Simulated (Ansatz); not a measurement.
The same path of CH5OSi (8 atoms, charge 0, multiplicity 2) was run twice with different band settings. The coordinate that changes most is the dihedral H7–Si2–O3–H8.

Level of theory: UKS PBE/def2-SVP in Ansatz 0.2.0.

Relaxed end points:

```xyz
8
Properties=species:S:1:pos:R:3
C -0.868 0.523 -0.800
Si 0.661 -0.008 0.112
O 0.307 -0.735 1.594
H -0.996 0.398 -1.890
H -1.713 1.022 -0.293
H 1.509 1.175 0.491
H 1.457 -0.914 -0.797
H -0.265 -1.519 1.527
```

```xyz
8
Properties=species:S:1:pos:R:3
C -0.847 0.627 -0.914
Si 0.506 -0.163 0.064
O -0.207 -0.838 1.434
H -0.742 0.872 -1.984
H -1.807 0.918 -0.454
H 1.557 0.853 0.467
H 1.214 -1.193 -0.786
H 0.418 -1.133 2.118
```

Common settings: movable images 5; climbing image yes; spring 5.0 eV/Å²; optimiser quadratic models (default); force threshold 0.03 eV/Å; iteration limit 60; end points relaxed.

| run | start path |
| --- | --- |
| 1 | IDPP |
| 2 | straight line |

**Question.** What does each run give, and how far can it be trusted?

**Answer.** Run 1: converged after 20 iterations, highest image 0.034 eV above the first end. A vibrational analysis at the climbing image gives one clearly imaginary mode, 149i cm⁻¹: a first-order saddle point.
Run 2: converged after 18 iterations, highest image 0.034 eV above the first end. Another band between the same ends (5 images) ends at a top of the same energy, where a vibrational analysis finds 1 clearly imaginary mode.
